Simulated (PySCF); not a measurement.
# LiS⁻: basis, grid and Hamiltonian

The method stays; parts of the set-up, such as the basis or the Hamiltonian, are changed.

Computed with PySCF 2.14.0. Level: method and basis as typed in the scripts.

2 further runs of the same task are left out: 2 that didn't finish.

### 1 The system as given

LiS⁻: 2 atoms, charge -1, spin multiplicity 1.

Bond lengths: Li1–S2 2.204 Å.

### 2 The run that the others are compared with

Contents of input.py:

```python
from pyscf import gto, scf, mcscf

mol = gto.M(
    atom='Li 0 0 0; S 0 0 2.204',
    basis='6-31g*',
    charge=-1,
    spin=0,
    verbose=3,
)
mf = scf.RHF(mol)
mf = mf.density_fit(auxbasis='def2-universal-jkfit')
mf.kernel()
mc = mcscf.CASCI(mf, 8, 8)
mc.kernel()
mc.analyze()
mf.dip_moment()
print('orbital energies (hartree):', mf.mo_energy[..., max(0, mol.nelec[1]-3):mol.nelec[0]+3].round(4))
```

Run with:

```
> OMP_NUM_THREADS=1 python input.py
```

The log of this run is left out.

It gives: E(SCF) = -404.962368 Eh, E(CAS) − E(SCF) = -0.01775 Eh.

The bond length is a typed value, not an optimised one. The dipole of an ion depends on the origin.

### 3 Jorge-dzp-dkh (X2C on)

Variant 1 changes basis set: 6-31g* → jorge-dzp-dkh; spin-free X2C: off → on.

Contents of input.py:

```python
from pyscf import gto, scf, mcscf

mol = gto.M(
    atom='Li 0 0 0; S 0 0 2.204',
    basis='jorge-dzp-dkh',
    charge=-1,
    spin=0,
    verbose=3,
)
mf = scf.RHF(mol)
mf = mf.sfx2c1e()
mf = mf.density_fit(auxbasis='def2-universal-jkfit')
mf.kernel()
mc = mcscf.CASCI(mf, 8, 8)
mc.kernel()
mc.analyze()
mf.dip_moment()
print('orbital energies (hartree):', mf.mo_energy[..., max(0, mol.nelec[1]-3):mol.nelec[0]+3].round(4))
```

Run with:

```
> OMP_NUM_THREADS=1 python input.py
```

### 4 Cc-pvdz-dk (X2C on)

Variant 2 changes basis set: 6-31g* → cc-pvdz-dk; spin-free X2C: off → on.

Changes to input.py since step 2:

```diff
@@ -4,3 +4,3 @@
     atom='Li 0 0 0; S 0 0 2.204',
-    basis='6-31g*',
+    basis='cc-pvdz-dk',
     charge=-1,
@@ -10,2 +10,3 @@
 mf = scf.RHF(mol)
+mf = mf.sfx2c1e()
 mf = mf.density_fit(auxbasis='def2-universal-jkfit')
```

### 5 6-311++g**

Variant 3 changes basis set: 6-31g* → 6-311++g**.

Changes to input.py since step 2:

```diff
@@ -4,3 +4,3 @@
     atom='Li 0 0 0; S 0 0 2.204',
-    basis='6-31g*',
+    basis='6-311++g**',
     charge=-1,
```

### 6 Density fitting auto

Variant 4 changes density fitting: def2-universal-jkfit → auto.

Changes to input.py since step 2:

```diff
@@ -10,3 +10,3 @@
 mf = scf.RHF(mol)
-mf = mf.density_fit(auxbasis='def2-universal-jkfit')
+mf = mf.density_fit()
 mf.kernel()
```

What does the calculation give? Wanted: for each run, E(SCF); from base; gap; after the SCF.

As calculated:

| run | E(SCF) (hartree) | from base (eV) | gap (eV) | functions | after the SCF |
| --- | --- | --- | --- | --- | --- |
| base | -404.962368 | 0 | 5.15 | 32 | CASCI correlation -0.483 eV |
| jorge-dzp-dkh (X2C on) | -406.066430 | not comparable | 4.77 | 39 | CASCI correlation -0.330 eV |
| cc-pvdz-dk (X2C on) | -406.065627 | not comparable | 4.85 | 32 | CASCI correlation -0.482 eV |
| 6-311++g** | -404.999940 | -1.0224 | 3.56 | 52 | CASCI correlation -0.001 eV |
| density fitting auto | -404.962319 | +0.0013 | 5.15 | 32 | CASCI correlation -0.483 eV |

**Reading.** The largest comparable shift of the SCF energy, -1.022 eV, comes with the run “6-311++g**”. 6-311++g** (52 functions) gives an energy 1.02 eV lower than 6-31g* (32).
